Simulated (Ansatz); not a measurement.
Structure relaxation of Ni3H2

Method: Ansatz, DFT PBE, scalar-relativistic, plane waves, PAW. Cutoff 420 eV, Γ-centred k mesh, Gaussian smearing, no spin polarisation in the final step.

The start puts Ni3H2 on the A-type sesquioxide structure type (P-3m1, No. 164), with H in place of La, Ni in place of O, at a guessed volume.

```yaml
crystal:
  lattice:
    - [3.10675, 0.00000, 0.00000]
    - [-1.55337, 2.69052, 0.00000]
    - [0.00000, 0.00000, 4.83359]
  atoms:
    - { symbol: Ni, position: [0.00000, 0.00000, 0.00000] }
    - { symbol: Ni, position: [0.33333, 0.66667, 0.64500] }
    - { symbol: Ni, position: [0.66667, 0.33333, 0.35500] }
    - { symbol: H, position: [0.33333, 0.66667, 0.24500] }
    - { symbol: H, position: [0.66667, 0.33333, 0.75500] }
```

Cell and atoms relax at zero pressure; the relaxation can't lower the symmetry of the start. After a coarse first stage the cell is made exact in the group found at 0.06 Å.

The zero of energy is the elements' standard structures at the same level (H₂ as a molecule); no fitted shifts are applied.

Question: What does it relax into?

Answer: It keeps P-3m1 (No. 164), but not the shape of the type it started on. Conventional cell: a = 2.585 Å, c = 6.342 Å. Ni on Wyckoff site a (1 atom of the primitive cell) has 6 H at 1.87 Å; Ni on Wyckoff site d (2 atoms of the primitive cell) has 3 H at 1.81 Å; around H lie 6 Ni at 1.81–1.87 Å.

Space group P-3m1 (No. 164). a = 2.585 Å, b = 2.585 Å, c = 6.342 Å, α = 90.00°, β = 90.00°, γ = 120.00°
| atom | site | symmetry | x | y | z |
| --- | --- | --- | --- | --- | --- |
| Ni | 1a | -3m. | 0.0000 | 0.0000 | 0.0000 |
| Ni | 2d | 3m. | 0.3333 | 0.6667 | 0.6595 |
| H | 2d | 3m. | 0.3333 | 0.6667 | 0.1784 |

Question: What are its volume, energy, density and gap?

Answer: The volume per atom is 7.34 Å³, the density is 8.06 g/cm³ and the energy over the elements is -0.01 eV/atom. The gap on the 18×18×6 mesh is 0 eV (a metal).

The final run used a 18×18×6 mesh on its 5-atom cell and 0.10 eV smearing. The k mesh leaves about 4 meV/atom of noise in metals. Symmetry constrained the relaxation, so the result can be a saddle point.

Cost: 3 runs of about 3.2 core-minutes in all, on Intel Xeon Platinum 8259CL (Skylake/Cascade Lake) (shared hosts).